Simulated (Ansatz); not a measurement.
# ClHSi2: the cost of one run

Method: Hartree-Fock/6-31G; program: Ansatz 0.2.0, Gaussian basis.

**1. Starting geometry**

SMILES `[SiH]#[Si]Cl`, 4 atoms, charge 0, spin multiplicity 1.

Atoms are counted from 1 here; the program's logs count them from 0.

Bond lengths: Si1–Si2 2.174 Å, Si1–H4 1.495 Å, Si2–Cl3 2.198 Å. Angles: Si2–Si1–H4 171.1°, Si1–Si2–Cl3 95.3°.

Coordinates:

```mol
ClHSi2
  3D, bonds by distance, orders not assigned

  4  3  0  0  0  0  0  0  0  0999 V2000
   -0.6431    0.0558   -0.7354 Si  0  0
    0.5831   -1.3690    0.3572 Si  0  0
    1.4557    0.1176    1.7214 Cl  0  0
   -1.3956    1.1957   -1.3432 H   0  0
  1  2  8  0
  1  4  8  0
  2  3  8  0
M  END
```

**2. The run**

Input file md/in.yaml:

```yaml
crystal:
  periodic: [false, false, false]
  atoms:
    - {symbol: Si, position_ang: [-0.643120, 0.055820, -0.735370]}
    - {symbol: Si, position_ang: [0.583070, -1.369040, 0.357170]}
    - {symbol: Cl, position_ang: [1.455660, 0.117570, 1.721370]}
    - {symbol: H, position_ang: [-1.395610, 1.195650, -1.343160]}
basis:
  gaussian: {orbitals: 6-31G}
hamiltonian: {xc: hf}
md: {n_steps: 30, timestep: 0.75, temperature: 500, ensemble: nve, seed: 705, initial_velocities: maxwell_boltzmann}
```

Command:

```bash
ansatz run in.yaml --threads 2 --pin off --events-out ev --progress --plain --max-ram 3481MiB
```

**Question.** How long does this run take on 2 threads of Arm Neoverse V2, shared host, and how much memory does it need?

About 10 s, with a peak of 0.08 GiB.
